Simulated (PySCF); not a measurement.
**Telling isomers of C$_{4}$H$_{7}$NO apart by NMR**

- shieldings: GIAO PBE0/pcSseg-1
- GFN2-xTB structure
- program: PySCF 2.14.0 with density-fitted response routines
- single conformer, isolated molecule, non-relativistic Hamiltonian, averaged over atoms made equivalent by symmetry, fast rotation or ring inversion

Scale: TMS for ¹H (31.72 ppm), ¹³C (186.93 ppm) (reference shieldings calculated alike). Where no couplings were computed, multiplicities follow the n + 1 count of equivalent neighbours, and m marks all less simple cases (inequivalent or close neighbours, rings, F or P nearby). Acid and N–H amide carbonyl carbons lie up to 10 ppm further downfield in solution (hydrogen bonding). Shifts are as computed. Against solution values, carbons near 30 ppm lie about +3 ppm off and those near 130 ppm about +5 ppm (rms about the fit 2.1 ppm; single classes can miss by 10 ppm). Of 1328 compounds with measured shifts, 309 miss one by over three times the rms of a fit or turn the order of signals round; such compounds aren't used in these exercises. Signals without a measured value on file couldn't be tested in this way; 1H shifts scatter by 0.2 ppm about their fit, and single ones miss by 0.5 ppm. Groups on amide-type nitrogens are kept apart (slow C–N rotation). OH and NH positions are gas-phase values without hydrogen bonding to other molecules.

(1) Tabulate the signals of `C=C(C)C(N)=O`, `O=CNC1CC1` and their relative energies.

(2) What is the quickest way to tell C=C(C)C(N)=O from O=CNC1CC1?

Results:

(1) 
| SMILES | carbon types | δC | δH | E rel. (kcal/mol) |
| --- | --- | --- | --- | --- |
| C=C(C)C(N)=O | 2×C 1×CH2 1×CH3 | 170.8, 153.8, 120.2, 22.6 | 5.54 (m, 1H), 5.53 (m, 1H), 5.24 (br, 1H), 4.50 (br, 1H), 2.12 (s, 3H) | 0.0 |
| O=CNC1CC1 | 2×CH 2×CH2 | 160.1, 23.4, 7.5 | 8.22 (d, 1H), 3.94 (m, 1H), 3.65 (br, 1H), 0.79 (m, 2H), 0.24 (m, 2H) | 14.9 |

Energies are electronic energies at PBE0/pcSseg-1 on these geometries, without zero-point or thermal terms, each for the one conformer computed, which needn't be the lowest.

(2) Count the carbon signals: 4 against 3. The first has an amide carbonyl carbon (C) at 170.8 ppm, the second an amide carbonyl carbon (CH) at 160.1 ppm. In the proton spectra the most deshielded non-exchanging signals are 5.54 (m, 1H) and 8.22 (d, 1H).
